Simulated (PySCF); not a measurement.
Molfile (atoms numbered from 1):
```
C3HO2
     RDKit          3D

  6  5  0  0  0  0  0  0  0  0999 V2000
    1.5430   -0.0705    0.3894 C   0  0  0  0  0  0  0  0  0  0  0  0
    0.3425   -0.0162    0.1780 C   0  0  0  0  0  0  0  0  0  0  0  0
   -1.1594    0.0545   -0.0805 C   0  0  0  0  0  0  0  0  0  0  0  0
   -1.8327   -0.7123    0.6232 O   0  0  0  0  0  0  0  0  0  0  0  0
   -1.4858    0.8682   -0.9567 O   0  0  0  0  0  0  0  0  0  0  0  0
    2.5987   -0.1197    0.5764 H   0  0  0  0  0  0  0  0  0  0  0  0
  1  2  3  0
  2  3  1  0
  3  4  2  0
  3  5  1  0
  1  6  1  0
M  CHG  1   5  -1
M  END
```

Geometry: PBE0-D3(BJ)/def2-SVP; GIAO shifts from PySCF 2.14.0 with density-fitted response routines, gas phase, non-relativistic, averaged over equivalent atoms.

At WP04/pcSseg-2 (194 basis functions, 15 s wall time on 1 thread of an x86-64 server CPU, shared host):
```
atoms  δ (ppm)
   C3    159.4
   C2     92.9
   C1     46.5
O4/O5    345.1
   H6     0.67
```

Referencing at the same level of theory: ¹³C (σ = 172.10 ppm), ¹H (σ = 31.61 ppm) against TMS; H2O for ¹⁷O (σ = 314.06 ppm).

Problem. What do these become at B97-2/pcSseg-2?

Solution. 
```
atoms  δ at B97-2/pcSseg-2  change
   C3                156.7    -2.7
   C2                 96.9    +4.0
   C1                 50.2    +3.7
O4/O5                345.8    +0.7
   H6                 0.82   +0.15
```

Chemical shifts δ = σref − σ; TMS for ¹³C (σ = 183.46 ppm), ¹H (σ = 31.36 ppm); ¹⁷O (σ = 326.24 ppm) vs H2O, all at this level.

The largest change is at C2 (alkyne carbon). Cost: 194 basis functions, 14 s wall time on 1 thread of an x86-64 server CPU, shared host. The order of the carbon signals is the same at both levels.

Unscaled 17O shifts of doubly bonded oxygen tend to come out too high, by tens of ppm or more. Experimental scales use liquid or dissolved standards, which lie at an offset from isolated H2O (liquid H2O: subtract about 36 ppm).
